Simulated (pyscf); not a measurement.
Thermochemistry of product channels of O=Si(OH)–OH + H₂ on the singlet surface, in eV, from ωB97M-D3(BJ)/def2-TZVP energies (ideal gas, 1 atm, RRHO with modes under 100 cm⁻¹ raised to 100, one conformer, R ln 2 for chiral ones without a mode under 150 cm⁻¹). Optimised with ωB97X-D3(BJ)/def2-SVP in PySCF.

```json
[
 {"products": "HO–Si:–OH [singlet] + H₂O", "ΔE": "[?]", "ΔH(298 K)": "+0.73", "ΔG(900 K)": "+0.38", "ΔG(1200 K)": "[?]"},
 {"products": "O=SiH–OH + H₂O", "ΔE": "+0.99", "ΔH(298 K)": "+1.10", "ΔG(900 K)": "+0.80", "ΔG(1200 K)": "+0.73"}
]
```

### Question
What belongs in the gaps?

### Answer

- HO–Si:–OH [singlet] + H₂O, ΔE: +0.56
- HO–Si:–OH [singlet] + H₂O, ΔG(1200 K): +0.29

These are energies of the channels, which say nothing of barriers.
